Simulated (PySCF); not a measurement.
Ranking problems on computed properties.

Each SMILES stands for a single optimised conformer of the isolated species, non-relativistic unless stated; the electronic structure was computed with PySCF and density fitting.

Dipoles, sizes and rotational constants follow the conformer. The torsions of the flexible species, by atom-mapped SMILES:
- `[CH3:1][O:2][CH:3]([CH3:4])[CH3:5]`: C1–O2–C3–C4 -163°
- `[CH3:1][CH:2]([CH3:3])[CH2:4][OH:5]`: C1–C2–C4–O5 60°, H–O5–C4–C2 -174°
- `[CH2:1]=[CH:2][CH:3]=[C:4]([F:5])[F:6]`: C1–C2–C3–C4 180°
- `[CH3:1][CH2:2][CH2:3][P@@:4]([PH2:5])(=[S:6])[CH2:7][CH3:8]`: C1–C2–C3–P4 -173°, C2–C3–P4–P5 -74°, C3–P4–C7–C8 53°, H–P5–P4–C3 178°, H–P5–P4–C3 85°
- `[CH2:1]=[C:2]=[CH:3][CH:4]([F:5])[F:6]`: C2–C3–C4–F5 -123°

The conformers of `CC(=O)O[SiH]1CC=CC1` and `CC#C[SiH]1OCCCO1` aren't listed.

Question: Rank by smallest rotational constant, lowest first (PBE0-D3(BJ)/def2-SVP).
A. `C=CC=C(F)F`
B. `CC(C)CO`
C. `COC(C)C`
D. `FC(C=C=C)F`
E. `[C]=C=C` [singlet]
F. `CCC[P@@](P)(=S)CC`
G. `[F][Cr]` [sextet]

Answer: F (0.728 GHz), A (1.629 GHz), D (1.683 GHz), B (2.688 GHz), C (2.839 GHz), E (10.165 GHz), G (11.688 GHz).

Q: By how much do the two ends of that ranking differ?

A: By 10.960 GHz, between `[F][Cr]` [sextet state] and `CCC[P@@](P)(=S)CC`.

Question: Rank by vertical ionisation energy, highest first (ΔSCF B3LYP/def2-SVPD at PBE0-D3(BJ)/def2-SVP geometries).
A. `CC(=O)O[SiH]1CC=CC1`
B. `C(CC)[P@](=S)(P)CC`
C. `COC(C)C`
D. `[C]=C=C` [singlet]

Answer: D (10.50 eV), C (9.58 eV), A (9.08 eV), B (7.99 eV).

Question: Rank by lowest triplet excitation (Tamm–Dancoff), lowest first (TDA B3LYP/def2-SVPD at PBE0-D3(BJ)/def2-SVP geometries).
A. `CC(=O)O[SiH]1CC=CC1`
B. `COC(C)C`
C. `[C]=C=C` [singlet]
D. `CC#C[SiH]1OCCCO1`
E. `CCC[P@@](P)(=S)CC`

Answer: C (1.24 eV), E (3.93 eV), A (4.33 eV), D (4.85 eV), B (6.55 eV).

Q: By how much do the two ends of that ranking differ?

A: By 5.31 eV, between `COC(C)C` and `[C]=C=C` [singlet state].

Question: Rank by static isotropic polarisability, highest first (B3LYP/def2-SVPD at PBE0-D3(BJ)/def2-SVP geometries).
A. `COC(C)C`
B. `CCC[P@@](P)(=S)CC`
C. `[C]=C=C` [singlet]
D. `CC(=O)O[SiH]1CC=CC1`
E. `CC#C[SiH]1OCCCO1`

Answer: B (139.9 au), E (102.3 au), D (99.2 au), A (57.7 au), C (37.2 au).

Q: Give the two extremes of that set as polarisability volumes in Å³.

A: `[C]=C=C` [singlet state]: 5.52 Å³; `CCC[P@@](P)(=S)CC`: 20.74 Å³.

Question: Rank by HOMO energy, lowest first (B3LYP/def2-SVPD at PBE0-D3(BJ)/def2-SVP geometries).
A. `CC(=O)O[SiH]1CC=CC1`
B. `[C]=C=C` [singlet]
C. `CCC[P@@](P)(=S)CC`
D. `CC#C[SiH]1OCCCO1`
E. `C(C)(OC)C`

Answer: B (-7.75 eV), D (-7.55 eV), E (-7.14 eV), A (-6.97 eV), C (-6.00 eV).

Question: Rank by HOMO–LUMO gap, highest first (B3LYP/def2-SVPD at PBE0-D3(BJ)/def2-SVP geometries).
A. `CC#C[SiH]1OCCCO1`
B. `[C]=C=C` [singlet]
C. `CC(=O)O[SiH]1CC=CC1`
D. `CCC[P@@](P)(=S)CC`
E. `COC(C)C`

Answer: E (7.60 eV), A (7.28 eV), C (6.67 eV), D (5.35 eV), B (3.50 eV).
